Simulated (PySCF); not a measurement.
Input of a run (PBE0-D3(BJ)/def2-TZVP geometry optimisation, gas phase (PySCF 2.14.0)), started from GFN2-xTB:
```
{"job": {"xc": "PBE0", "basis": "def2-TZVP", "d3": "d3bj", "grid": 2, "shake": 0.01, "kind": "geom"}, "charge": 0, "multiplicity": 1}
Si    -0.049070    -0.020440    -0.213650
S      1.895150    -0.111190    -0.359350
H     -0.906590     1.110300    -0.695260
H     -0.901490    -1.004040     0.363610
```

Output (energies in Eh, forces in Eh/bohr):
```
step   0  E = -688.64078732  max force = 0.020532
step   1  E = -688.64201394  max force = 0.004894
step   2  E = -688.64238646  max force = 0.002150
step   3  E = -688.64241026  max force = 0.000721
step   4  E = -688.64241914  max force = 0.000199
optimisation converged
```

Summarise the run.

The energy falls by 1.0 kcal/mol over 5 energy and gradient evaluations, the largest force component goes from 0.0205 to 2.0e-04 Eh/bohr, and the atoms move by 0.032 Å rms after alignment. The bond that changes most is Si1–H4 (ends: silicon bonded to S and 2 H; Si–H hydrogen), which lengthens by 0.061 Å. Bonds longer at the end by more than 0.005 Å: 1 of 3; shorter: 2. The energy never rose by more than 1e-6 Eh on the way. The first step brought 75 % of the lowering.

What are the final bond lengths?

Si1=S2 1.938 Å, Si1–H3 1.485 Å, Si1–H4 1.485 Å. Numbering counts from 1 in the input's order; the species is silanethione, `[SiH2]=S`.

The run used 86 basis functions and 38 SCF cycles in all. On one thread of an Intel Xeon Platinum 8375C at 2.90 GHz, on a shared host, this took 8.6 s and 0.35 GiB of memory at its peak.

No PBE0-D3(BJ)/def2-TZVP frequencies stand behind this structure, so it isn't proved a minimum.
